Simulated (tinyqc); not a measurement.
Worked calculation (part 2 of 2): CIS and TDHF on RHF in the sto-3g basis, for H2O, spin multiplicity 1. Computed by tinyqc, a small Python program that keeps every step (integrals from PySCF). Command: `OMP_NUM_THREADS=1 python tinyqc.py 30100 30101 out.jsonl` (the two numbers bound the seeds that draw the settings). One thread of a shared host (Intel(R) Xeon(R) Processor @ 2.60GHz), about 0.06 s of CPU time with the checks.

Geometry (angstrom):
```
atom        x         y        z
O     0.00000   0.00000  0.00000
H     0.00000   0.80400  0.61000
H     0.00000  -0.80400  0.61000
```

## TDHF (RPA) triplet states

CIS matrix A, triplet (hartree), lower triangle:
```
          1>6       1>7       2>6       2>7       3>6       3>7      4>6      4>7
1>6  20.00805
1>7   0.00000  20.07266
2>6   0.00714   0.00000   1.19067
2>7   0.00000   0.00927   0.00000   1.30962
3>6   0.00000  -0.00866   0.00000  -0.09511   0.58324
3>7  -0.00866   0.00000  -0.09511   0.00000   0.00000   0.67848
4>6  -0.02006   0.00000  -0.05554   0.00000   0.00000  -0.05306  0.45085
4>7   0.00000  -0.00398   0.00000   0.01636  -0.05306   0.00000  0.00000  0.53088
5>6   0.00000   0.00000   0.00000   0.00000   0.00000   0.00000  0.00000  0.00000
5>7   0.00000   0.00000   0.00000   0.00000   0.00000   0.00000  0.00000  0.00000

         5>6      5>7
5>6  0.35732
5>7  0.00000  0.45334
```

Two-electron integrals over orbitals (pq|rs), unique and non-zero (hartree):
```
(11|11) 4.74533    (21|11) -0.42074   (21|21) 0.05915    (22|11) 1.00862
(22|21) -0.01382   (22|22) 0.72430    (31|31) 0.01074    (32|31) 0.01730
(32|32) 0.13985    (33|11) 0.78415    (33|21) -0.00448   (33|22) 0.63331
(33|33) 0.61791    (41|11) 0.17688    (41|21) -0.02226   (41|22) 0.01464
(41|33) 0.00610    (41|41) 0.02660    (42|11) -0.13589   (42|21) 0.00878
(42|22) -0.00626   (42|33) 0.00603    (42|41) 0.01895    (42|42) 0.12707
(43|31) -0.00303   (43|32) 0.02359    (43|43) 0.04965    (44|11) 0.98033
(44|21) -0.01273   (44|22) 0.67234    (44|33) 0.58661    (44|41) -0.01054
(44|42) -0.10254   (44|44) 0.75702    (51|51) 0.02602    (52|51) 0.03272
(52|52) 0.14642    (53|53) 0.02780    (54|51) -0.01288   (54|52) -0.04587
(54|54) 0.05332    (55|11) 1.11534    (55|21) -0.01184   (55|22) 0.74913
(55|33) 0.61824    (55|41) 0.00494    (55|42) -0.07303   (55|44) 0.71752
(55|55) 0.88016    (61|11) -0.22504   (61|21) 0.03391    (61|22) -0.00142
(61|33) 0.00031    (61|41) 0.00061    (61|42) 0.02048    (61|44) -0.01800
(61|55) -0.00596   (61|61) 0.02928    (62|11) 0.29473    (62|21) -0.00653
(62|22) 0.13914    (62|33) 0.07166    (62|41) 0.01853    (62|42) 0.02441
(62|44) 0.08028    (62|55) 0.15326    (62|61) 0.00772    (62|62) 0.09921
(63|31) 0.00289    (63|32) -0.04043   (63|43) -0.03222   (63|63) 0.07353
(64|11) 0.23587    (64|21) -0.00266   (64|22) 0.10554    (64|33) 0.04468
(64|41) 0.00207    (64|42) -0.03651   (64|44) 0.12605    (64|55) 0.12720
(64|61) -0.00071   (64|62) 0.06174    (64|64) 0.07741    (65|51) 0.01491
(65|52) 0.05678    (65|54) 0.00078    (65|65) 0.03708    (66|11) 0.79224
(66|21) -0.00714   (66|22) 0.60511    (66|33) 0.56301    (66|41) 0.02006
(66|42) 0.05554    (66|44) 0.54657    (66|55) 0.58374    (66|61) 0.00853
(66|62) 0.09457    (66|64) 0.04694    (66|66) 0.59104    (71|31) 0.01493
(71|32) 0.02263    (71|43) -0.00434   (71|63) 0.00349    (71|71) 0.02080
(72|31) 0.01421    (72|32) 0.04570    (72|43) -0.03269   (72|63) 0.03354
(72|71) 0.01876    (72|72) 0.06422    (73|11) 0.36546    (73|21) -0.00727
(73|22) 0.14783    (73|33) 0.08962    (73|41) -0.00057   (73|42) -0.07643
(73|44) 0.15532    (73|55) 0.19455    (73|61) -0.00648   (73|62) 0.07445
(73|64) 0.08571    (73|66) 0.03997    (73|73) 0.15451    (74|31) -0.00907
(74|32) -0.07554   (74|43) -0.00302   (74|63) 0.04830    (74|71) -0.01248
(74|72) -0.01713   (74|74) 0.06923    (75|53) 0.02381    (75|75) 0.02475
(76|31) 0.00866    (76|32) 0.09511    (76|43) 0.05306    (76|63) -0.06645
(76|71) 0.01156    (76|72) -0.00745   (76|74) -0.05873   (76|76) 0.11512
(77|11) 0.86029    (77|21) -0.00927   (77|22) 0.61881    (77|33) 0.60042
(77|41) 0.00398    (77|42) -0.01636   (77|44) 0.59919    (77|55) 0.62036
(77|61) -0.00469   (77|62) 0.06666    (77|64) 0.04529    (77|66) 0.56014
(77|73) 0.09540    (77|77) 0.61199
```

B(ia,jb) = - (ib|ja); the squared energies are the eigenvalues of (A - B)(A + B); 1 hartree = 27.211386 eV.

TDHF matrix B, triplet (hartree), lower triangle:
```
          1>6       1>7       2>6       2>7       3>6       3>7       4>6       4>7
1>6  -0.02928
1>7   0.00000  -0.02080
2>6  -0.00772   0.00000  -0.09921
2>7   0.00000  -0.01876   0.00000  -0.06422
3>6   0.00000   0.00648   0.00000  -0.07445  -0.07353
3>7  -0.00349   0.00000  -0.03354   0.00000   0.00000  -0.15451
4>6   0.00071   0.00000  -0.06174   0.00000   0.00000  -0.04830  -0.07741
4>7   0.00000   0.01248   0.00000   0.01713  -0.08571   0.00000   0.00000  -0.06923
5>6   0.00000   0.00000   0.00000   0.00000   0.00000   0.00000   0.00000   0.00000
5>7   0.00000   0.00000   0.00000   0.00000   0.00000   0.00000   0.00000   0.00000

          5>6       5>7
5>6  -0.03708
5>7   0.00000  -0.02475
```

squared energies w^2 (hartree^2): 0.12630  0.16509  0.20491  0.22079  0.36101  0.43798  1.45383  1.73880  400.32214  402.91039

TDHF energies from the positive w^2 (eV): 9.67055  11.05630  12.31764  12.78620  16.34967  18.00858  32.81009  35.88190  544.44683  546.20403
